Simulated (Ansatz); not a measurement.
# InH$_{3}$⁺, doublet in def2-SVP: errors against full CI

Geometry: a point of a stretch scan, not a stationary point.

```yaml
atoms:
  - { symbol: In, position_ang: [0.0000, -0.0162, 0.0354] }
  - { symbol: H, position_ang: [0.0000, 2.3357, -0.0336] }
  - { symbol: H, position_ang: [0.0000, -0.4492, -5.7053] }
  - { symbol: H, position_ang: [0.0000, -0.0457, 1.7035] }
```

Basis def2-SVP with its core potentials; Ansatz 0.2.0. Only valence electrons are correlated (noble-gas cores and the filled d shells of p-block atoms frozen), which leaves 5 electrons in 32 orbitals. Prefix R: restricted or restricted open-shell reference; prefix U: unrestricted. Active spaces: pair = (3e, 3o) about the gap; valence = (5e, 7o) chosen from the atoms' valence shells. No spin–orbit coupling is included; scalar relativity enters through the core potentials alone.

Full CI is exact within this basis and frozen core; it isn't the basis-set limit. The frozen core follows each run's orbitals, which can shift R against U totals by a few meV for light atoms and by up to 0.1 eV past Ca.

```
UHF ⟨S²⟩                          : 1.679
T1 diagnostic (RCCSD)             : 0.0588
largest doubles amplitude (RCCSD) : 0.320
```

```
   level  E − E(RHF) (eV)
    RMP2          -1.6154
   RCCSD          -2.5809
RCCSD(T)          -2.6569
```

(1) Estimate how far full CI in def2-SVP lies from RCCSD(T). The table doesn't fix it; the size of (T) and the diagnostics are the guide.

(1) Full CI in def2-SVP lies 0.39 kcal/mol below RCCSD(T), which is 22 % of the (T) step (-1.75 kcal/mol). T1 is raised, a doubles amplitude is large, but (T) still catches most of what CCSD lacks.

The other levels:

| level | E − E(full CI) (kcal/mol) | share of correlation (%) | wall time |
| --- | --- | --- | --- |
| BCCD(T) | 0.48 | 99.23 | 3.2 s |
| RCCSDT | -0.03 | 100.05 | – |
| RCCSDT(Q) | -0.01 | 100.01 | 9.5 s |
| CASSCF (pair space) | 27.16 | 55.95 | – |
| NEVPT2 (pair space) | 8.37 | 86.42 | 1.2 s |
| MRCISD (pair space) | 0.71 | 98.85 | – |
| MRCISD+Q (pair space) | -0.53 | 100.85 | 1.1 s |
| CASSCF (valence space) | 9.70 | 84.26 | – |
| NEVPT2 (valence space) | 2.32 | 96.24 | 1.8 s |
| NEVPT4(SD) (valence space) | 0.02 | 99.96 | 2.2 s |
| MRCISD (valence space) | -0.17 | 100.28 | – |
| MRCISD+Q (valence space) | -0.27 | 100.44 | 2.3 s |

The correlation energy at full CI, counted from RHF, is -2.674 eV. That run took 7.5 s on 1 thread of Intel Xeon 6975P-C, shared host over 1,254,272 determinants.

Run but not shown, since their state or frozen core can't be matched to the reference's or they repeat it: UHF, UMP2, UCCSD, UCCSD(T), UCCSDT, UCCSDT(Q).

Times hold each run's SCF and search for its determinant on a shared host, so for small cases they say little of a method's own cost; they ran on 1 thread of Intel Xeon 6975P-C.

More than 5 meV below full CI, which no variational method can be: MRCISD+Q (pair space), MRCISD+Q (valence space).

The full-CI state has the irrep A' of Cs, in the program's axes.

Natural occupations of full CI about the gap: 1.942 1.649 1.000 0.341 0.030 0.013 0.011 0.004 0.003 0.003; effectively unpaired electrons, Σ n²(2−n)², 1.67. No single determinant describes this state well, so single-reference rows can miss without a flag.
